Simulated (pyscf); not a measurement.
Single points on ωB97X-D3(BJ)/def2-SVP structures (PySCF, gas phase). Correlated levels are frozen-core, on RHF or UHF. ΔMP2 is the change of the MP2 total energy from the triple- to the quadruple-zeta basis.

For the elementary gas-phase step O=B–OH + H atom (H•) → [HO–B–OH]• (doublet surface; none broken, H–O formed), what barrier and reaction energy does CCSD(T)/def2-TZVPP + ΔMP2(QZVPP) give, measured from the separated reactants?

ΔE‡ = 15.1 kcal/mol, ΔE = -26.6 kcal/mol. Zero-point energy shifts the barrier by +0.9 kcal/mol. It is an addition, with an imaginary mode of 1779i cm⁻¹. On the product side the descent ends in a point that may be a rotor saddle (no frequency run), 4.9 kcal/mol over the lowest minimum found and 36.8 kcal/mol under the saddle at ωB97X-D3(BJ)/def2-TZVP. One saddle was located; it need not be the lowest between these sides. The CCSD(T) − MP2 part came from Ansatz, without density fitting, on the same reference.
